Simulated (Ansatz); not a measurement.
Species: AlF$_{3}$, net charge 0, singlet state. 
Structure (B3LYP-D3(BJ)/def2-TZVP (Ansatz, a program for electronic structure) minimum search):
```
Al
F 1 1.6342
F 1 1.6342 2 120.00
F 1 1.6342 2 120.00 3 -180.00
```

Basis-set convergence of Hartree-Fock and CCSD correlation energies (hartree) with Ansatz. Cores are frozen in the correlated levels unless marked. Spin-orbit coupling is left out. Non-relativistic.

```
basis        functions       E(HF)  E(corr, CCSD)
-----------  ---------  ----------  -------------
cc-pV(D+d)Z         65  -540.47393       -0.62597
cc-pV(T+d)Z        129  -540.60056       -0.82749
cc-pV(Q+d)Z        229  -540.63548       -0.90020
```

Extrapolating the two largest sets (X = 3 and 4) as X^-3: E(corr) = (64·(-0.90020) - 27·(-0.82749))/37 = -0.9533 Eh, an estimate of the basis-set limit. The largest set recovers 94.4 % of it, the smallest 65.7 %.
